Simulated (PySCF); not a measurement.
# Basis-set dependence of NaN at PBE

PySCF, UKS reference; triplet, unpaired electrons π ↑↑; De to Na + N without counterpoise correction.

| basis | relativity | functions | Re (Å) | ωe (cm⁻¹) | De (eV) | μ (D) |
| --- | --- | --- | --- | --- | --- | --- |
| 6-31G(d,p) | no relativity | 32 | 2.270 | 368 | 1.27 | -4.44 |
| pcseg-2 | no relativity | 49 | 2.269 | 372 | 1.38 | -5.68 |
| def2-TZVPP | no relativity | 63 | 2.258 | 372 | 1.38 | -5.56 |

(1) How does each smaller set differ from the one with most functions, def2-TZVPP?

A positive dipole means Na(−)N(+). The state was picked by a PBE0 search and need not be the measured ground state.

Results:

(1) 6-31G(d,p): +1.2 pm, -1.1 % in ωe, -0.11 eV in De; pcseg-2: +1.1 pm, +0.0 % in ωe, +0.00 eV in De. All at PBE; the set with most functions is neither the basis-set limit nor always the best.
